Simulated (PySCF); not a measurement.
Compound: C₂H₃Cl₂ (doublet state).
Atom-mapped SMILES: `[CH3:1][C:2]([Cl:3])[Cl:4]` (hydrogens: H5, H6, H7 on C1)

Computed with PySCF 2.14.0, UKS B3LYP, pcH-1 on C Cl H, non-relativistic, mean-field spin-orbit, GIAO. Geometry: GFN2-xTB; no solvent, vibrations or thermal averaging. Couplings are sensitive to structure, and on GFN2-xTB geometries they can be far from those on DFT ones. Stability of the SCF solution: not tested.

Principal values of hyperfine tensors in MHz (contact, dipolar and spin–orbit terms together), for some of the nuclei:

```tsv
atom	isotope	A1	A2	A3	alike by the symmetry of this geometry
C2	13C	180.60	181.25	412.52	none
H5	1H	116.94	118.67	128.10	none
H6	1H	19.02	19.66	34.28	H7
Cl4	35Cl	-14.29	-5.51	57.39	Cl3
```

Split each tensor into its isotropic and traceless parts, and turn a_iso into mT with g = 2.0081.

a_iso is a third of the trace, T = A − a_iso, and a(mT) = a(MHz)/(g × 13.996). The tensors hold a spin–orbit part: the run splits a_iso into a_FC + a_SO, and T includes its anisotropic share.

```csv
atom,a_iso (MHz),a_FC,a_SO,a_iso (mT),T1,T2,T3
C2,258.12,257.32,0.80,9.184,-77.52,-76.88,154.39
H5,121.24,121.23,0.01,4.314,-4.29,-2.57,6.86
H6,24.32,24.30,0.02,0.865,-5.30,-4.66,9.96
Cl4,12.53,12.41,0.12,0.446,-26.82,-18.04,44.86
```

What spin density at the nucleus of C2 lies behind its contact coupling (g_N = 1.40482)?

a_FC = (2μ0/3) gₑ μB g_N μN ρ(0)/(2S·h) = 800.24 MHz × g_N × ρ(0)/(2S), with ρ in bohr⁻³. With a_FC = 257.32 MHz and 2S = 1, ρ(0) = 0.2289 bohr⁻³.

C1 (13C, g_N = 1.40482) isn't in the table. Its spin density at the nucleus is -0.01007 bohr⁻³. What is its contact coupling?

By the same relation, a_FC = -11.32 MHz. Its full tensor has the principal values -13.42, -13.38, -7.03 MHz.

Which nucleus of the table has the largest anisotropic coupling, and what is its form?

C2: -77.5, -76.9, 154.4 MHz (the dipolar term alone has -77.7, -77.5, 155.2), axial, in the ratio −1:−1:+2, the form that spin in one p orbital centred on that nucleus gives.

What first-order splitting does H6 cause when the field lies along A1, A2 or A3 of its tensor (g taken as isotropic, no quadrupole term)?

2 lines (I = 1/2), spaced by |A_i|/(g × 13.996): 0.68, 0.70, 1.22 mT along the axes of A1, A2 and A3.
